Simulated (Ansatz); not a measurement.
Mulliken charges of CH5AlS, SMILES `[CH3][AlH][SH]` from ωB97M-V/def2-TZVPP in Ansatz (PBE0-D4/def2-TZVP geometry).

| atom | x (Å) | y (Å) | z (Å) | charge (e) |
| --- | --- | --- | --- | --- |
| C1 | -0.729 | 1.067 | -0.418 | -0.517 |
| Al2 | 0.572 | -0.327 | -0.038 | 0.458 |
| S3 | -0.004 | -1.933 | 1.332 | -0.281 |
| H4 | -0.343 | 2.048 | -0.124 | 0.110 |
| H5 | -1.676 | 0.909 | 0.102 | 0.114 |
| H6 | -0.938 | 1.121 | -1.491 | 0.110 |
| H7 | 2.030 | -0.381 | -0.654 | -0.115 |
| H8 | 1.180 | -2.561 | 1.235 | 0.120 |

Question: By hand: the dipole of these point charges (1 e Å = 4.8032 D).

Answer: Σ q r = (0.216, 0.030, -0.118) e Å, of length 0.248 e Å = 1.19 D.

Question: How does the dipole of the full density compare? (Best estimate.)

Answer: The calculation gave: (0.066, 0.161, -0.141) e Å, 1.08 D; the point charges give 1.10 times that, at 50° from its direction.

Point charges leave out the atoms' own dipoles, such as those of lone pairs, and Mulliken's split depends on the basis, so the two needn't agree.
